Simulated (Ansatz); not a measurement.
# SiN (doublet): wave-function methods side by side at distance Si1–N2 = 3.370 Å, 6-31G

Aim: climb from Hartree-Fock through coupled cluster and multireference methods for SiN (doublet) at one geometry and basis, and see what each rung misses.

The runs use Ansatz 0.2.0, Gaussian basis; 6-31G, core rule «outside noble gas», up to 6 orbitals frozen.

The runs, in order: UHF; CCSD(T) on ROHF; CCSD(T) on UHF; BCCD(T) on ROHF; CISD; CCSDT(Q) on ROHF; CCSDT(Q) on UHF; CISDTQ; CCSDTQ on ROHF; CCSDTQ on UHF; CASSCF and MRCISD+Q, 3 electrons in 3 orbitals; CASSCF and NEVPT2, 3 electrons in 3 orbitals; CASSCF and MRCISD+Q, 9 electrons in 8 orbitals; CASSCF and NEVPT2, 9 electrons in 8 orbitals; Full CI.

28 further runs of the same task are left out: 6 for a known fault of the program, 13 that didn't finish, 9 set aside as unsound or not needed.

## (1) The geometry

The geometry derives from a PBE0/def2-TZVP stationary point (not a proven minimum). One bond is set to the value named and the two fragments are kept rigid.

2 atoms, charge 0, spin multiplicity 2.

Atoms are counted from 1 here; the program's logs count them from 0.

No contacts short enough for the rule that draws bonds.

## (2) UHF

File in.yaml:

```yaml
crystal:
  periodic: [false, false, false]
  atoms:
    - {symbol: Si, position_ang: [0.000000, 0.000000, 0.000000]}
    - {symbol: N, position_ang: [0.000000, 0.000000, 3.370000]}
basis:
  gaussian: {orbitals: 6-31G}
magnetization: {spin_polarized: true, initial_magnetization: 1}
hamiltonian: {xc: hf}
output: {orbitals: {seedname: orbitals}}
```

Command:

```
ansatz run in.yaml --threads 1 --pin off --events-out ev --progress --plain --max-ram 2393MiB
```

After this run come: CCSD(T) on ROHF; CCSD(T) on UHF; BCCD(T) on ROHF; CISD; CCSDT(Q) on ROHF; CCSDT(Q) on UHF; CISDTQ; CCSDTQ on ROHF; CCSDTQ on UHF; CASSCF and MRCISD+Q, 3 electrons in 3 orbitals; CASSCF and NEVPT2, 3 electrons in 3 orbitals; CASSCF and MRCISD+Q, 9 electrons in 8 orbitals; CASSCF and NEVPT2, 9 electrons in 8 orbitals; Full CI.

Before running them: what should the planned runs give, taken together? Wanted: FCI below the RHF energy; RMP2 from FCI; UMP2 from FCI; RCCSD from FCI; RCCSD(T) from FCI; UCCSD(T) from FCI; UCCSDT(Q) from FCI; NEVPT2 valence from FCI; MRCISD+Q valence from FCI.

As calculated:

| quantity | value |
| --- | --- |
| FCI below the RHF energy | -6.8889 eV |
| RMP2 from FCI | -51.92 kcal/mol |
| UMP2 from FCI | +12.14 kcal/mol |
| RCCSD from FCI | +2.53 kcal/mol |
| RCCSD(T) from FCI | +3.33 kcal/mol |
| UCCSD(T) from FCI | +0.97 kcal/mol |
| UCCSDT(Q) from FCI | +0.20 kcal/mol |
| NEVPT2 valence from FCI | +10.51 kcal/mol |
| MRCISD+Q valence from FCI | +0.20 kcal/mol |
| levels within 1 kcal/mol (43 meV) | UCCSD(T), UCCSDT, UCCSDT(Q), UCCSDTQ, MRCISD valence, MRCISD+Q valence |
| T1 diagnostic | 0.448 |
| effectively unpaired electrons | 4.62 |

RCCSD(T) misses by +3.33 kcal/mol, 2.1 % of the correlation energy. CCSD(T) misses by +3.33 kcal/mol on the restricted determinant and by +0.97 kcal/mol on the unrestricted one; the two need not hold the same state or core. RMP2 falls below full CI, which methods that aren't variational can do. The occupations show strong static correlation (4.6 unpaired electrons where one determinant has 1). Of the multireference levels listed MRCISD+Q valence comes nearest in total energy (+0.20 kcal/mol), which doesn't show that its space is the better one. Coupled cluster took another determinant than the lowest Hartree-Fock one. These misses are within one basis, not against nature; the frozen cores of restricted and unrestricted runs differ, which can shift their rows.
